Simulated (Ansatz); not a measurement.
## HSiB, singlet: the ladder up to full CI

Geometry: a point of a bend scan, not a stationary point.

| atom | x (Å) | y (Å) | z (Å) |
| --- | --- | --- | --- |
| Si | -0.2786 | 0.0000 | 0.4532 |
| B | 0.6831 | 0.0000 | -1.3442 |
| H | 0.4365 | 0.0000 | 1.7898 |

Basis 6-31G; Ansatz 0.2.0. Correlated methods freeze the noble-gas cores, which leaves 8 electrons in 18 orbitals. Prefix R: restricted or restricted open-shell reference; prefix U: unrestricted. Active spaces: pair = (2e, 2o) about the gap; valence = (8e, 9o) chosen from the atoms' valence shells.

Full CI is exact within this basis and frozen core; it isn't the basis-set limit. The frozen core follows each run's orbitals, which can shift R against U totals by a few meV.

HF rows are the lowest solutions found. Coupled cluster chose its determinant by trial CCSD, here up to 0.59 eV above the lowest Hartree–Fock solution of its kind, and MP2 stands on that determinant too.

The UHF ⟨S²⟩ is 1.746 and the ⟨S²⟩ of the determinant under UCCSD is 1.052. The T1 diagnostic (RCCSD) is 0.0575. The largest doubles amplitude (RCCSD) is 0.243.

| level | E − E(full CI) (kJ/mol) | share of correlation (%) | wall time |
| --- | --- | --- | --- |
| UHF† | 273.4 | – | 0.54 s |
| UMP2† | 96.5 | – | – |
| RCCSD | 33.8 | 92.53 | – |
| UCCSD*† | 5.8 | – | – |
| RCCSD(T) | 6.1 | 98.65 | 0.93 s |
| UCCSD(T)*† | -14.5 | – | 3.6 s |
| BCCD(T) | 6.6 | 98.54 | 1 s |
| RCCSDT | 3.5 | 99.22 | – |
| UCCSDT*† | -34.6 | – | – |
| RCCSDT(Q) | -0.4 | 100.09 | 1.7 s |
| UCCSDT(Q)*† | -41.6 | – | 7 s |
| RCCSDTQ | 0.3 | 99.94 | 10 s |
| UCCSDTQ*† | -40.6 | – | 50 s |
| CASSCF (valence space) | 70.9 | 84.31 | – |
| NEVPT2 (valence space) | 20.9 | 95.39 | 2.9 s |
| MRCISD (valence space) | 2.1 | 99.53 | – |
| MRCISD+Q (valence space) | 0.7 | 99.85 | 4.2 s |

An asterisk marks runs whose energy the program itself flagged as in doubt. A dagger marks rows that describe another state than the reference (another or a broken symmetry, a higher spin or other natural occupations), so the difference isn't the method's error.

The correlation energy at full CI, counted from the determinant under the R cluster runs, is -4.685 eV. That run took 73 s on 1 thread of Arm Neoverse V1, shared host over 4,682,448 determinants.

Run but not shown, since their state or frozen core can't be matched to the reference's or they repeat it: RHF, RMP2, CISD, CASSCF (pair space), NEVPT2 (pair space), MRCISD (pair space), MRCISD+Q (pair space).

Times hold each run's SCF and search for its determinant on a shared host, so for small cases they say little of a method's own cost; they ran on 1 thread of Arm Neoverse V1.

Unrestricted levels hold only the spin's projection, and here they fall towards a lower state of higher spin.

The full-CI state has the irrep A' of Cs, in the program's axes.

Natural occupations of full CI about the gap: 1.967 1.945 1.787 1.673 0.305 0.193 0.050 0.028 0.023 0.007; effectively unpaired electrons, Σ n²(2−n)², 0.86. No single determinant describes this state well, so single-reference rows can miss without a flag.
